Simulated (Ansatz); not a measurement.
Basis sets over 5 cases of the adiabatic ionisation energy at PBE0 with Ansatz (Al to Cl present), each against its own reference: (a) the value in aug-cc-pV5Z; (b) the value in pcseg-4. By their distance from other large sets or by the extrapolation step the references are unsure by up to roughly 0.004 eV. B3LYP-D3(BJ)/def2-TZVP geometries; electronic energies; unrestricted open shells; no added dispersion term; no relativity. Cartesian d functions in some cases of 6-31G**, 6-311G**, 6-311+G**. (X+d) sets on Al to Cl for cc-pVXZ and aug-cc-pVXZ. 

Cases are drawn at random; left out are references unsure by over 0.033 eV, doubtful singlets, and cases whose largest runs show a restricted determinant unstable towards unrestricted orbitals, <S^2> over 0.1 too high or, where CCSD(T) ran, T1 over 0.025 (0.045 for open shells). Sets are drawn from those converged to one state in every case.

Cases (SMILES) and reference values:
- Cl[O] (O-Cl) → ClO+ (triplet, bonded as [O]Cl) + e-: 10.761 eV (a)
- Cl (HCl) → HCl+ (doublet, bonded as Cl) + e-: 12.672 eV (a)
- P (PH3) → PH3+ (doublet, bonded as P) + e-: 9.720 eV (b)
- ClCl (Cl2) → Cl2+ (doublet, bonded as ClCl) + e-: 11.296 eV (a)
- ClO (OH-Cl) → HClO+ (doublet, bonded as OCl) + e-: 10.882 eV (b)

| basis | functions over def2-SVP (largest species, mean of cases) | mean signed deviation (eV) | mean absolute | largest | within 0.1 eV |
|---|---|---|---|---|---|
| STO-3G | 0.4 | -0.792 | 0.889 | 1.986 | 0 of 5 |
| pcseg-1 | 1.0 | 0.137 | 0.145 | 0.264 | 2 of 5 |
| 6-31G** | 1.0 | 0.039 | 0.060 | 0.225 | 4 of 5 |
| 6-311G** | 1.4 | 0.097 | 0.105 | 0.277 | 3 of 5 |
| def2-SVPD | 1.5 | 0.195 | 0.204 | 0.342 | 1 of 5 |
| aug-pcseg-1 | 1.6 | 0.127 | 0.127 | 0.200 | 2 of 5 |
| 6-311+G** | 1.6 | 0.119 | 0.129 | 0.235 | 2 of 5 |
| aug-cc-pVDZ | 1.8 | 0.074 | 0.074 | 0.116 | 3 of 5 |
| pcseg-2 | 2.1 | 0.034 | 0.036 | 0.077 | 5 of 5 |
| cc-pVTZ | 2.3 | -0.015 | 0.020 | 0.040 | 5 of 5 |
| jun-cc-pV(T+d)Z | 2.7 | 0.014 | 0.014 | 0.021 | 5 of 5 |
| 6-311++G(3df,3pd) | 2.8 | 0.017 | 0.017 | 0.032 | 5 of 5 |
| aug-cc-pVTZ | 3.3 | 0.013 | 0.013 | 0.019 | 5 of 5 |
| cc-pVQZ | 4.0 | -0.009 | 0.009 | 0.020 | 5 of 5 |
| pcseg-3 | 4.2 | -0.002 | 0.002 | 0.005 | 5 of 5 |
| def2-QZVP | 4.3 | -0.003 | 0.003 | 0.008 | 5 of 5 |
| def2-QZVPPD | 4.8 | 0.002 | 0.002 | 0.005 | 5 of 5 |
| aug-cc-pVQZ | 5.8 | 0.004 | 0.004 | 0.006 | 5 of 5 |
| aug-pcseg-3 | 5.9 | 0.000 | 0.001 | 0.003 | 5 of 5 |
| cc-pV5Z | 6.6 | -0.003 | 0.003 | 0.006 | 5 of 5 |

Among the sets for which every case ran a larger relative (same family, alike in diffuse functions, listed or not), the smallest listed that holds all cases within 0.1 eV together with them is pcseg-2, at 2.1 times the functions of def2-SVP. Inside, though some case ran no larger relative to test it: 6-311++G(3df,3pd), def2-QZVP, def2-QZVPPD, aug-cc-pVQZ, aug-pcseg-3, cc-pV5Z. Largest deviations of relatives not listed, over the cases that ran them: aug-cc-pV5Z 0.000, pcseg-4 0.004 eV. A case lies within its reference's uncertainty of the window's edge in 6-311G**, aug-cc-pVDZ. These figures hold for the cases listed.

Ansatz is a program for electronic structure.
